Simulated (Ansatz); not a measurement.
# HS (doublet): wave-function methods side by side, STO-3G

How much of the correlation energy of HS (doublet) does each wave-function method recover here?

Program: Ansatz 0.2.0, Gaussian basis. Level of theory: STO-3G, core rule «outside noble gas», up to 5 orbitals frozen. These are calculated values, not measurements.

Plan: UHF; CCSD(T) on ROHF; CCSD(T) on UHF; BCCD(T) on ROHF; CISD; CCSDT(Q) on ROHF; CCSDT(Q) on UHF; CISDTQ; CCSDTQ on ROHF; CCSDTQ on UHF; CASSCF and MRCISD+Q, 7 electrons in 5 orbitals; CASSCF and NEVPT2, 7 electrons in 5 orbitals; Full CI.

9 further runs of the same task are left out: 9 set aside as unsound or not needed.

## Step 1: The geometry

The geometry is an MP2(full)/6-31G* stationary point (not a proven minimum).

2 atoms, charge 0, spin multiplicity 2.

Atoms are counted from 1 here; the program's logs count them from 0.

Bond lengths: S1–H2 1.344 Å.

## Step 2: UHF

Contents of in.yaml:

```yaml
crystal:
  periodic: [false, false, false]
  atoms:
    - {symbol: S, position_ang: [0.000000, 0.000000, 0.000000]}
    - {symbol: H, position_ang: [0.000000, 0.000000, 1.344413]}
basis:
  gaussian: {orbitals: STO-3G}
magnetization: {spin_polarized: true, initial_magnetization: 1}
hamiltonian: {xc: hf}
output: {orbitals: {seedname: orbitals}}
```

Launch:

```
$ ansatz run in.yaml --threads 1 --pin off --events-out ev --progress --plain --max-ram 2880MiB --backend cpu
```

Further steps of the session: CCSD(T) on ROHF; CCSD(T) on UHF; BCCD(T) on ROHF; CISD; CCSDT(Q) on ROHF; CCSDT(Q) on UHF; CISDTQ; CCSDTQ on ROHF; CCSDTQ on UHF; CASSCF and MRCISD+Q, 7 electrons in 5 orbitals; CASSCF and NEVPT2, 7 electrons in 5 orbitals; Full CI.

Before running them: what should the planned runs give, taken together? Wanted: FCI below the RHF energy; RMP2 from FCI; UMP2 from FCI; RCCSD from FCI; RCCSD(T) from FCI; UCCSD(T) from FCI; RCCSDT(Q) from FCI; UCCSDT(Q) from FCI; NEVPT2 valence from FCI.

The runs gave:

| quantity | value |
| --- | --- |
| FCI below the RHF energy | -0.6172 eV |
| RMP2 from FCI | +215.4 meV |
| UMP2 from FCI | +209.4 meV |
| RCCSD from FCI | 0.0 meV |
| RCCSD(T) from FCI | 0.0 meV |
| UCCSD(T) from FCI | 0.0 meV |
| RCCSDT(Q) from FCI | 0.0 meV |
| UCCSDT(Q) from FCI | 0.0 meV |
| NEVPT2 valence from FCI | -0.6 meV |
| MRCISD+Q valence from FCI | -0.6 meV |
| levels within 1 kcal/mol (43 meV) | CISD, RCCSD, UCCSD, RCCSD(T), UCCSD(T), BCCD(T), RCCSDT, UCCSDT, CISDTQ, RCCSDT(Q), UCCSDT(Q), RCCSDTQ, UCCSDTQ, CASSCF valence, NEVPT2 valence, MRCISD valence, MRCISD+Q valence |
| T1 diagnostic | 0.008 |
| effectively unpaired electrons | 1.01 |

In words: RCCSD(T) misses by 0.0 meV, 0.0 % of the correlation energy. One determinant dominates. Of the multireference levels listed NEVPT2 valence comes nearest in total energy (-0.6 meV), which doesn't show that its space is the better one. These misses are within one basis, not against nature; the frozen cores of restricted and unrestricted runs differ, which can shift their rows.
